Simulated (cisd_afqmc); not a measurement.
Input (AFQMC/CISD/cc-pVDZ; cisd_afqmc is a phaseless AFQMC code with CISD trial states that reads the integrals written by Ansatz):

Ansatz 0.2 input:
```python
import cisd_afqmc

open("ham.yaml", "w").write("""\
crystal:
  periodic: [false, false, false]
  atoms:
    - {symbol: F, position_ang: [0.03923562, 1.10057360, -0.27954166]}
    - {symbol: O, position_ang: [-0.01962367, 0.00815420, 0.59730772]}
    - {symbol: F, position_ang: [-0.02179237, -1.10782178, -0.25139853]}
basis:
  gaussian:
    orbitals: cc-pVDZ
magnetization: {spin_polarized: false}
correlation: {method: ccsd, electrons: outside_noble_gas, hamiltonian_folder: ham}
""")
rep = cisd_afqmc.ansatz("ham.yaml")
e_ccsd = rep["correlation"]["coupled_cluster"]["energy"]["hartree"]
out = cisd_afqmc.run("ham", e_ccsd, trial="CISD", walkers=200, populations=8, threads=8, dt=0.005, steps=40, early=24, settle=10, least=32,
    cut=5e-5, rank_cut=2e-4, target=0.0004, seconds=1500, seed=1, memory=17280, gpu=False)
```

Output:

```
orbitals 39, occupied [10], factors 209 of 393, rank of the doubles 151 of 290
E(HF) = -273.463957
E(CCSD) on the cut factors = -274.055526, shift to the whole factors -0.000008
Energy of the trial state on the determinant = -274.055549
  tau behind 7.2 of longer steps, mean of the populations' last blocks
   2.0  -274.07074
   4.0  -274.07168
   6.0  -274.07474
   8.0  -274.07409
  10.0  -274.07228
  12.0  -274.07296
  14.0  -274.07377
  16.0  -274.07217
blocks 630 (0 outliers left out), error by blocks joined: 1: 0.00027, 2: 0.00031, 4: 0.00033, 8: 0.00037, 16: 0.00040
E(AFQMC/CISD) = -274.07308 +/- 0.00040
```
